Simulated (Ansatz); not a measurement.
Molecular dynamics of AlH4NO

The input (input.yaml):

```yaml
crystal:
  periodic: [false, false, false]
  atoms:
    - { symbol: Al, position_ang: [-0.351353, -0.152913, 0.647758] }
    - { symbol: H, position_ang: [1.130327, -0.492322, 1.431369] }
    - { symbol: O, position_ang: [1.49596, 0.193441, 0.252457] }
    - { symbol: H, position_ang: [1.980704, -0.370472, -0.397529] }
    - { symbol: "N", position_ang: [-1.389779, -0.134822, -0.838825] }
    - { symbol: H, position_ang: [-2.403076, -0.288559, -0.8504] }
    - { symbol: H, position_ang: [-1.102387, 0.293746, -1.727329] }
basis:
  gaussian: { orbitals: cc-pVDZ }
hamiltonian:
  xc: pbe
  dispersion: d4
md:
  timestep: 0.5
  n_steps: 200
  ensemble: nve
  temperature: 300.0
  initial_velocities: maxwell_boltzmann
  seed: 8364
```

Launched with:

```bash
$ ansatz run input.yaml --threads 1 --pin off --max-ram 2048MiB --backend cpu --events-out ev --progress --plain --runs-dir out
```

It starts at the highest image of a converged band. Of that band: Neighbouring images differ by up to 1.4 eV, so the band resolves the path poorly. A vibrational analysis at the climbing image gives one clearly imaginary mode, 1207i cm⁻¹: a first-order saddle point.

Output, in part (step lines, the closing report, with atoms numbered from 0):

```
md step     0: t =     0.00 fs  T =   300.0 K  F+E_penalty+E_count = -10190.83959923 eV  E_kin = 0.193890 eV  conserved = -10190.64570923 eV  (27 SCF iters)
md step     1: t =     0.50 fs  T =   291.1 K  F+E_penalty+E_count = -10190.83366144 eV  E_kin = 0.188115 eV  conserved = -10190.64554599 eV  (30 SCF iters)
md step     2: t =     1.00 fs  T =   267.7 K  F+E_penalty+E_count = -10190.81823810 eV  E_kin = 0.173026 eV  conserved = -10190.64521173 eV  (29 SCF iters)
md step     3: t =     1.50 fs  T =   237.6 K  F+E_penalty+E_count = -10190.79842881 eV  E_kin = 0.153586 eV  conserved = -10190.64484327 eV  (29 SCF iters)
md step     4: t =     2.00 fs  T =   209.5 K  F+E_penalty+E_count = -10190.77995523 eV  E_kin = 0.135389 eV  conserved = -10190.64456589 eV  (29 SCF iters)
md step     5: t =     2.50 fs  T =   189.9 K  F+E_penalty+E_count = -10190.76718157 eV  E_kin = 0.122724 eV  conserved = -10190.64445759 eV  (30 SCF iters)
md step     6: t =     3.00 fs  T =   181.5 K  F+E_penalty+E_count = -10190.76185565 eV  E_kin = 0.117320 eV  conserved = -10190.64453579 eV  (29 SCF iters)
md step     7: t =     3.50 fs  T =   182.6 K  F+E_penalty+E_count = -10190.76280542 eV  E_kin = 0.118043 eV  conserved = -10190.64476272 eV  (30 SCF iters)
[... lines left out ...]
Total energy: -10191.21144486 eV, -374.5201127473 hartree
Atom 0 at    -1.167005    -0.266168     0.969660 Å, force     0.042942    -0.000386    -0.534144 eV/Å
Atom 1 at     1.610950     0.503656     0.278312 Å, force    -0.588682     0.043127     0.141963 eV/Å
Atom 2 at     2.451535     0.259533    -0.131359 Å, force     0.115337    -2.053994    -1.662446 eV/Å
Atom 3 at     2.221661    -0.578773    -0.705263 Å, force     0.351814     2.006275     1.512958 eV/Å
Atom 4 at    -1.073017    -0.069106    -0.885094 Å, force     0.167429     0.554784    -0.963074 eV/Å
Atom 5 at    -1.797690     0.282924    -1.575056 Å, force     0.600807    -0.420726     0.870421 eV/Å
Atom 6 at    -0.165031     0.003928    -1.423491 Å, force    -0.689647    -0.129081     0.634322 eV/Å
Dipole moment:    -0.328296    -0.059055    -0.328260 e Å
```

The steps, from the saved trajectory:

```tsv
time (fs)	T (K)	potential energy less start (eV)	conserved less start (meV/atom)
0.0	300	0.000	0.00
3.0	182	0.078	0.17
6.0	140	0.104	0.10
9.0	181	0.077	0.06
12.0	302	0.000	0.22
15.0	704	-0.262	-0.15
18.0	987	-0.444	-0.01
21.0	1065	-0.494	0.12
24.0	1279	-0.633	-0.05
27.0	1217	-0.589	0.45
30.0	1272	-0.629	-0.11
33.0	1093	-0.512	0.14
36.0	1128	-0.534	0.11
39.0	1248	-0.615	-0.34
42.0	961	-0.426	0.22
45.0	1180	-0.569	-0.11
48.0	1244	-0.612	-0.28
51.0	979	-0.437	0.18
54.0	1250	-0.615	-0.25
57.0	1338	-0.672	-0.26
60.0	1098	-0.515	0.09
63.0	1193	-0.579	-0.21
66.0	1181	-0.571	-0.17
69.0	1036	-0.476	-0.04
72.0	993	-0.448	-0.11
75.0	988	-0.445	-0.10
78.0	979	-0.440	-0.11
81.0	873	-0.370	-0.02
84.0	831	-0.344	-0.12
87.0	813	-0.333	-0.13
90.0	758	-0.295	0.04
93.0	774	-0.307	-0.05
96.0	833	-0.346	-0.16
99.0	800	-0.323	0.06
```

The run went to its last step. The conserved energy stayed within 0.46 meV per atom of its start (net change -0.071 meV per atom), so the integration is sound. The kinetic energy rose, since the run started high on the potential surface and went downhill. It ends in pieces (AlH2N + H2O), so much of that is their flight and rotation, not heat. A run of 0.1 ps of so small a system gives no equilibrium averages. The orbitals stay closed-shell, which can raise the energy where a bond breaks towards radicals; this wasn't checked here.

Between its relaxed ends the band would form H2–O3 and break Al1–H2. These pairs go: H2–O3 1.41 → 0.97 Å, Al1–H2 1.71 → 2.96 Å. In the last frame they stand as after the step (other bonds may differ from the relaxed reactants and products). Also parted: Al1–O3 1.92 → 3.82 Å. It ends as AlH2N + H2O. Pairs count as bonded within 1.25 times the sum of covalent radii (0.12 Å more for H–H).

Last frame:

```xyz
7
Properties=species:S:1:pos:R:3
Al -1.167 -0.266 0.970
H 1.611 0.504 0.278
O 2.451 0.260 -0.131
H 2.222 -0.579 -0.705
N -1.073 -0.069 -0.885
H -1.798 0.283 -1.575
H -0.165 0.004 -1.423
```

Time of the run: 4.4 min on 1 thread of Arm Neoverse V2, on a shared host, peak memory 0.11 GiB.
